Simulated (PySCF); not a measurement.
Molecule: `InChI=1S/F3NS/c1-5(2,3)4`.

Molfile (atoms numbered from 1):
```
F3NS
     RDKit          3D

  5  4  0  0  0  0  0  0  0  0999 V2000
   -1.6712    0.4056   -0.0410 N   0  0  0  0  0  0  0  0  0  0  0  0
   -1.3903    0.5041   -1.4315 S   0  0  0  0  0  6  0  0  0  0  0  0
   -0.2847   -0.3780   -2.1594 F   0  0  0  0  0  0  0  0  0  0  0  0
   -2.4750    0.2237   -2.5601 F   0  0  0  0  0  0  0  0  0  0  0  0
   -0.8965    1.8466   -2.1276 F   0  0  0  0  0  0  0  0  0  0  0  0
  1  2  3  0
  2  3  1  0
  2  4  1  0
  2  5  1  0
M  END
```

Geometry PBE0-D3(BJ)/def2-SVP throughout; GIAO in PySCF, gas phase, one conformer, non-relativistic; equivalent atoms averaged; basis pcSseg-2.

Problem. How do the absolute shieldings σ depend on the functional? (ppm; last column core-seconds on shared hosts with different chips, so compare them loosely; the GGAs took longer than the global hybrids here, which isn't the general rule, and the cause wasn't traced)

Solution. 
```
functional                    kind    N1     S2  F3/F4/F5  core-s
        HF            Hartree–Fock  81.5  375.4     119.2       9
       LDA                     LDA  47.8  311.1      30.4      18
       PBE                     GGA  56.7  326.1      41.6      22
      BLYP                     GGA  52.1  313.3      41.1      22
      BP86                     GGA  55.8  323.8      42.0      22
      OPBE                     GGA  68.4  353.7      55.0      23
       KT2                     GGA  61.8  358.9      44.8      23
       KT3                     GGA  66.1  363.3      53.7      23
     B97-D                     GGA  62.0  330.9      52.8      23
     B3LYP           global hybrid  55.0  321.7      55.9      16
      PBE0           global hybrid  60.9  336.4      60.8      17
  mPW1PW91           global hybrid  59.1  334.0      60.6      16
      WP04           global hybrid  38.5  328.4      52.9     8.9
     B97-2           global hybrid  64.1  339.8      64.7     9.5
 BHandHLYP           global hybrid  61.8  339.1      78.6     9.4
 CAM-B3LYP  range-separated hybrid  55.1  323.2      63.8     6.7
   wB97X-D  range-separated hybrid  56.4  332.3      63.6      10
   LC-wPBE  range-separated hybrid  59.7  332.3      75.3      13
```

Problem. Which nucleus moves most, in ppm?

Solution. F3/F4/F5 (fluorine bonded to S): from 30.4 ppm with LDA to 119.2 ppm with HF. The smallest spread is 43.0 ppm, at N1.
